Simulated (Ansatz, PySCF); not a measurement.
Gas-phase enthalpy of formation at 298 K, by the atomisation route, of ClC(Cl)=C(Cl)Cl (SMILES; C2Cl4). Structures are relaxed separately at B3LYP-D3(BJ)/def2-TZVP in Ansatz (a first-principles code). Valence correlation only, unless marked. UHF or UKS for open shells. Spin-orbit coupling is left out. Non-relativistic. Basis-set limits of correlation are two-point, X^-3; Hartree-Fock from the larger set. The bracket is a focal-point correction in the basis named. Unstable Hartree-Fock reference: ClC(Cl)=C(Cl)Cl. Thermal terms are rigid-rotor harmonic-oscillator values from B3LYP-D3(BJ) frequencies (PySCF) at 298.15 K and 1 atm. 1 Eh = 627.5095 kcal/mol.

```json
[
 {"species": "ClC(Cl)=C(Cl)Cl", "count": "1", "E, RI-MP2/CBS(cc-pV(T+d)Z,cc-pV(Q+d)Z)+[CCSD(T)-MP2]/cc-pV(T+d)Z (Ansatz) (Eh)": "-1915.15649", "E, PBE/def2-TZVPD (Ansatz) (Eh)": "-1916.22862", "measured ΔHf at 0 K (kcal/mol)": "-", "H(298) - H(0) of the element (kcal/mol)": "-"},
 {"species": "C atom", "count": "2", "E, RI-MP2/CBS(cc-pV(T+d)Z,cc-pV(Q+d)Z)+[CCSD(T)-MP2]/cc-pV(T+d)Z (Ansatz) (Eh)": "-37.79136", "E, PBE/def2-TZVPD (Ansatz) (Eh)": "-37.79605", "measured ΔHf at 0 K (kcal/mol)": "169.98", "H(298) - H(0) of the element (kcal/mol)": "0.25"},
 {"species": "Cl atom", "count": "4", "E, RI-MP2/CBS(cc-pV(T+d)Z,cc-pV(Q+d)Z)+[CCSD(T)-MP2]/cc-pV(T+d)Z (Ansatz) (Eh)": "-459.70639", "E, PBE/def2-TZVPD (Ansatz) (Eh)": "-459.95933", "measured ΔHf at 0 K (kcal/mol)": "28.59", "H(298) - H(0) of the element (kcal/mol)": "1.10"}
]
```

Molecule: zero-point energy 9.59, H(298) - H(0) 4.68 kcal/mol. The route leaves out scalar relativity and anharmonic zero-point terms, the atoms' spin-orbit terms, and in the frozen-core level the core correlation. Atomic data: G2/97 table in ASE.

Task: Work out De, D0 and ΔHf at 0 and 298 K at both levels, and their errors against the measured value.

Result: 
The atoms' values sum to 454.32 (0 K) and 4.90 (thermal), in kcal/mol.
- RI-MP2/CBS(cc-pV(T+d)Z,cc-pV(Q+d)Z)+[CCSD(T)-MP2]/cc-pV(T+d)Z: De = 469.51; D0 = 469.51 - 9.59 = 459.92; ΔHf(0 K) = 454.32 - 459.92 = -5.60; ΔHf(298 K) = -5.60 + 4.68 - 4.90 = -5.82; error -2.8.
- PBE/def2-TZVPD: De = 501.51; D0 = 501.51 - 9.59 = 491.92; ΔHf(0 K) = 454.32 - 491.92 = -37.60; ΔHf(298 K) = -37.60 + 4.68 - 4.90 = -37.82; error -34.8.
Measured: -3.0 kcal/mol (G2/97 table in ASE (Curtiss et al.)). This is an older compilation, not checked against later work.
